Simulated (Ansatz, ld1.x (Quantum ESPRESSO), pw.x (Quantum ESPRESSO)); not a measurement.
From atom to crystal: ultrasoft potential for lithium (Li)

* Element: Li (Z = 3)
* Generator: ld1.x (Quantum ESPRESSO) 7.5
* Type: ultrasoft
* Functional: LDA (PW92)
* Relativity: scalar-relativistic
* Frozen core: none
* Valence charge: 3
* Reference configuration: 1s2 2s1 2p0
* Partial waves: 1s (bound): rcut 0.90, rcutus 1.05 bohr; 2s (bound): rcut 0.90, rcutus 1.05 bohr; 2p (bound, empty): rcut 4.35, rcutus 4.65 bohr; 2p channel at 5.3 Ry: rcut 4.35, rcutus 4.65 bohr; 3d channel at -0.05 Ry: rc 4.00 bohr
* Local potential: the d channel
* Core correction: none
* Augmentation charge: PSQ, radius 1.00 bohr

Atomic tests: cutoffs needed: 45 Ry and 80 Ry (the cutoffs (Ry, on a coarse ladder) from which the occupation-weighted sum of valence levels, in a spherical-Bessel basis at the reference potential, stays within 10 and 1 mRy of its value at 400 Ry); ghost test: no extra level below or beside the all-electron valence levels (s, p, d, f tested) (spherical-Bessel basis up to 400 Ry, 20 bohr box); configuration tests: 1 of 6 tests not solved or not reliable.

Crystal test: diamond Li in pw.x 7.5, no spin, 8³ k-points, Fermi–Dirac smearing 0.01 Ry, cutoffs 100/800 Ry. The reference is all-electron LAPW (Ansatz 0.2.0) with the same functional, mesh and smearing; V0 and B0 come from Birch–Murnaghan fits to the pressures at five volumes. Errors are pseudo minus all-electron; Δ is the rms difference of the E(V) curves that follow from these fits, minima aligned, over ±6 % about the mean V0. Mesh and smearing are coarse, so the numbers serve the comparison and aren't converged zero-temperature values; the lattice is a test structure that the element need not adopt.

```
V (Å³/atom)  P all-electron (GPa)  P pseudo (GPa)
     22.439                  0.31           -3.43
     23.029                  0.14           -2.96
     23.620                 -0.01           -2.56
     24.210                 -0.15           -2.22
     24.801                 -0.27           -1.94
```

All-electron: a0 = 5.734 Å (V0 = 23.57 Å³/atom), B0 = 5.8 GPa.

Pseudopotential: mean pressure error (GPa): -2.62. The pressure does not cross zero within the volumes sampled, so no fit is given. The largest radius (4.65 bohr) exceeds half the bond length (2.35 bohr), so the spheres overlap, which is one possible source of error among others. This is a poor potential for the solid. The pseudo pressure rises with volume over the whole range, a mechanical instability. Atomic configuration tests: 1 of 6 tests not solved or not reliable.

At the middle volume, how do free energy and pressure move when the wave cutoff is lowered (ecutrho held at 800 Ry)?

```json
{"cutoff (Ry)": "45", "shift of F (meV/atom)": "+121.7", "shift of P (GPa)": "-2.60"}
{"cutoff (Ry)": "60", "shift of F (meV/atom)": "+31.1", "shift of P (GPa)": "-0.63"}
{"cutoff (Ry)": "80", "shift of F (meV/atom)": "+4.8", "shift of P (GPa)": "-0.18"}
```

The 8 pw.x runs together took about 2.9 min on one core of a shared server CPU.
